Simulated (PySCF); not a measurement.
## How far each method lies from full CI for SiH₄⁺, doublet

All five atoms lie in one plane.

Geometry: a point of a stretch scan, not a stationary point.

| atom | x (Å) | y (Å) | z (Å) |
| --- | --- | --- | --- |
| Si | -0.0001 | -0.0074 | 0.0075 |
| H | -0.0113 | 1.0834 | 1.0913 |
| H | -0.0133 | -0.8539 | 0.8594 |
| H | 0.0167 | 1.0764 | -1.0832 |
| H | 0.0111 | -1.0983 | -1.0763 |

Basis 6-31G; PySCF 2.14.0. Only valence electrons are correlated (noble-gas cores frozen), which leaves 7 electrons in 16 orbitals. Prefix R: restricted or restricted open-shell reference; prefix U: unrestricted.

Full CI is exact within this basis and frozen core; it isn't the basis-set limit. The frozen core follows each run's orbitals, which can shift R against U totals by a few meV.

```
UHF ⟨S²⟩                          : 0.810
T1 diagnostic (ROHF- or RHF-based CCSD)             : 0.0288
largest doubles amplitude (ROHF- or RHF-based CCSD) : 0.087
T1 diagnostic (UCCSD)             : 0.0168
```

```tsv
level	E − E(RHF) (eV)
UHF	-0.3836
RMP2	-1.6569
UMP2	-1.6836
RCCSD	-2.3262
UCCSD	-2.3254
RCCSD(T)	-2.3524
UCCSD(T)	-2.3500
```

Task: Estimate how far full CI in 6-31G lies from RCCSD(T). The table doesn't fix it; the size of (T) and the diagnostics are the guide.

Result: Full CI in 6-31G lies 0.39 mEh below RCCSD(T), which is 40 % of the (T) step (-0.96 mEh). The diagnostics give no warning, yet the rest is a sizeable part of (T).

The other levels:

| level | E − E(full CI) (mEh) | share of correlation (%) | wall time |
| --- | --- | --- | --- |
| RCCSDT | 0.01 | 99.99 | 1.4 s |
| UCCSDT | 0.01 | 99.99 | 1.5 s |

The correlation energy at full CI, counted from RHF, is -2.363 eV. The search over symmetries took 6.4 s on 1 thread of Intel Xeon, shared host; the state has 545,272 determinants.

Times are those of the correlated step on a shared host, with one SCF added for the restricted CCSD run; they ran on 1 thread of Intel Xeon.

The full-CI state has the irrep A' of Cs, in the program's axes.

Natural occupations of full CI about the gap: 1.977 1.960 1.956 1.003 0.039 0.030 0.014 0.007 0.004 0.003; effectively unpaired electrons, Σ n²(2−n)², 1.03.
